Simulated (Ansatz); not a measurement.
# C₂H₈N+: up Jacob's ladder to CCSD(T)

An exercise on one series of results from a longer session: the logs are not shown, and one member is left open.

Program: Ansatz 0.2.0, Gaussian basis. Level of theory: functionals in def2-TZVPP, the program's frozen cores in correlated methods. These are calculated values, not measurements.

Levels to be run: LDA (SPW92), PBE-D4, revPBE-D4, BLYP-D4, r2SCAN-D4, B97M-V, PBE0-D4, B3LYP-D4, r2SCANh-D4, r2SCAN0-D4, HSE06-D4, BHLYP-D4, CAM-B3LYP-D4, LC-ωPBE, ωB97X-V, ωB97M-V, B2PLYP, PBE-QIDH; CCSD(T)/def2-SVP; CCSD(T)/def2-TZVPP; CCSD(T)/def2-QZVPP; extrapolation to the limit; RPA on PBE.

**Structure used throughout**

The geometry comes from an earlier relaxation with PBE0-D4 in a triple-zeta def2 set; it is a stationary point, not always the lowest conformer.

SMILES `C[NH2+]C`, 11 atoms, charge 1, spin multiplicity 1.

Atoms are counted from 1 here; the program's logs count them from 0.

Bond lengths: C1–N2 1.491 Å, C1–H4 1.088 Å, C1–H5 1.088 Å, C1–H6 1.088 Å, N2–C3 1.491 Å, N2–H7 1.022 Å, N2–H8 1.022 Å, C3–H9 1.088 Å, C3–H10 1.088 Å, C3–H11 1.088 Å. Angles: N2–C1–H4 109.1°, N2–C1–H5 108.5°, N2–C1–H6 108.5°, H4–C1–H5 110.3°, H4–C1–H6 110.3°, H5–C1–H6 110.1°, C1–N2–C3 114.0°, C1–N2–H7 109.2°, C1–N2–H8 109.2°, C3–N2–H7 109.2°, C3–N2–H8 109.2°, H7–N2–H8 105.8°, N2–C3–H9 109.1°, N2–C3–H10 108.5°, N2–C3–H11 108.5°, H9–C3–H10 110.3°, H9–C3–H11 110.3°, H10–C3–H11 110.1°.

The first run:

Contents of in.yaml:

```yaml
crystal:
  periodic: [false, false, false]
  atoms:
    - {symbol: C, position_ang: [-0.830248, 0.405820, -0.871910]}
    - {symbol: N, position_ang: [-0.352750, -0.314990, 0.342190]}
    - {symbol: C, position_ang: [1.106279, -0.159332, 0.604143]}
    - {symbol: H, position_ang: [-1.899939, 0.240392, -0.986308]}
    - {symbol: H, position_ang: [-0.294269, 0.019522, -1.736547]}
    - {symbol: H, position_ang: [-0.623854, 1.466971, -0.747597]}
    - {symbol: H, position_ang: [-0.876751, 0.013670, 1.155558]}
    - {symbol: H, position_ang: [-0.573364, -1.308570, 0.251148]}
    - {symbol: H, position_ang: [1.367864, -0.715407, 1.502499]}
    - {symbol: H, position_ang: [1.322423, 0.898578, 0.739079]}
    - {symbol: H, position_ang: [1.654610, -0.546643, -0.252255]}
basis:
  gaussian: {orbitals: def2-TZVPP}
total_charge: 1
hamiltonian: {xc: lda}
output: {orbitals: {seedname: orbitals}}
```

On the command line:

```console
> ansatz run in.yaml --threads 2 --pin off --events-out ev --progress --plain --max-ram 32768MiB --backend cuda --devices 0, --max-vram 18GiB
```

Steps of the session up to this table: LDA; PBE-D4 (GGA); revPBE-D4 (GGA); BLYP-D4 (GGA); r2SCAN-D4 (meta-GGA); B97M-V (meta-GGA); B3LYP-D4 (hybrid); r2SCANh-D4 (hybrid); r2SCAN0-D4 (hybrid); HSE06-D4 (hybrid); BHLYP-D4 (hybrid); CAM-B3LYP-D4 (range-separated); LC-ωPBE (range-separated); ωB97X-V (range-separated); ωB97M-V (range-separated); B2PLYP (double hybrid); PBE-QIDH (double hybrid).

One of the session's tables, all rows but one given; the rest of the session is left out.

It belongs to the step «Orbital energies across the functionals». Levels are read from the orbital files that the runs wrote:

```
  functional  HOMO (eV)  LUMO (eV)  gap (eV)
 LDA (SPW92)     -15.14      -5.89      9.25
      PBE-D4     -15.15      -5.79      9.36
   revPBE-D4     -15.13      -5.73      9.40
     BLYP-D4     -15.08      -5.83      9.25
   r2SCAN-D4     -15.50      -5.02     10.48
      B97M-V     -15.62      -5.53     10.08
     PBE0-D4     -16.67      -4.86     11.81
    B3LYP-D4     -16.46      -5.25     11.21
  r2SCANh-D4     -16.06      -4.74     11.32
  r2SCAN0-D4     -16.90      -4.34     12.56
    HSE06-D4     -16.26      -5.24     11.03
    BHLYP-D4     -18.16      -4.20     13.95
CAM-B3LYP-D4     -18.17      -4.07     14.09
     LC-ωPBE     -19.60      -2.68     16.92
     ωB97X-V          ?          ?         ?
     ωB97M-V     -19.04      -3.38     15.67
```

Q: Estimate the row for ωB97X-V from the others.

The run gave: HOMO (eV): -19.22; LUMO (eV): -2.89; gap (eV): 16.33. In the column «HOMO (eV)» it lies between LC-ωPBE (-19.60) and ωB97M-V (-19.04).
